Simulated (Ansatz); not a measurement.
Barrier from H2 (molecular hydrogen, SMILES [H][H]) + HS (SMILES [SH], doublet) to the saddle point below; all geometries are those of the HTBH38 set.
```
S
H 1 1.3377
H 1 1.4291 2 91.15
H 3 1.1495 1 172.62 2 0.00
```
Charge 0, spin multiplicity 2.

Quantity: barrier height (electronic, no zero-point energy), in kJ/mol. UHF or UKS for unpaired electrons; spin-orbit terms are left out. CBS(X,Y): correlation extrapolated as X^-3, Hartree-Fock from the larger set. A bracket is a step between two methods taken in the basis named. Functionals run without relativity, which enters their misses. Double hybrids freeze cores in their MP2 part. 'core' is core correlation in cc-pwCVTZ (1s frozen past Ne), 'X2C' scalar relativity in cc-pVTZ-DK, both at CCSD(T). Where a partner has so few electrons that a lower coupled-cluster level is exact, that level stands in. The UHF reference of H3S (saddle point or complex, doublet) is spin-contaminated (<S^2> up to 0.03 over the pure value in the sets run).

Published benchmark value: 17.3 kcal/mol (Zhao et al., J. Phys. Chem. A 109, 2012 (2005), HTBH38), a best estimate, not a measurement.

**Question.** How far off this value is PBE/def2-TZVPD (Ansatz, a quantum-chemistry and plane-wave program), in which direction, and which of these levels come nearer: r2SCAN/def2-TZVPD, B3LYP/def2-TZVPD, PBE0/def2-TZVPD, wB97M-V/def2-TZVPD, B2PLYP/def2-TZVPD, CCSD(T)/CBS(aug-cc-pV(T+d)Z,aug-cc-pV(Q+d)Z) + core + X2C?

**Answer.** PBE gives 39.8 kJ/mol, 32.6 kJ/mol below it. Differences of the others: r2SCAN/def2-TZVPD (Ansatz) -23.8; B3LYP/def2-TZVPD (Ansatz) -5.7; PBE0/def2-TZVPD (Ansatz) -20.1; wB97M-V/def2-TZVPD (Ansatz) -3.0; B2PLYP/def2-TZVPD (Ansatz) -1.7; CCSD(T)/CBS(aug-cc-pV(T+d)Z,aug-cc-pV(Q+d)Z) + core + X2C (Ansatz) -0.3; CCSD(T)/CBS(aug-cc-pV(T+d)Z,aug-cc-pV(Q+d)Z) + [CCSDT(Q) - CCSD(T)]/aug-cc-pV(T+d)Z + core + X2C (Ansatz) -1.0 kJ/mol. Nearer than PBE: r2SCAN/def2-TZVPD, B3LYP/def2-TZVPD, PBE0/def2-TZVPD, wB97M-V/def2-TZVPD, B2PLYP/def2-TZVPD, CCSD(T)/CBS(aug-cc-pV(T+d)Z,aug-cc-pV(Q+d)Z) + core + X2C, CCSD(T)/CBS(aug-cc-pV(T+d)Z,aug-cc-pV(Q+d)Z) + [CCSDT(Q) - CCSD(T)]/aug-cc-pV(T+d)Z + core + X2C.
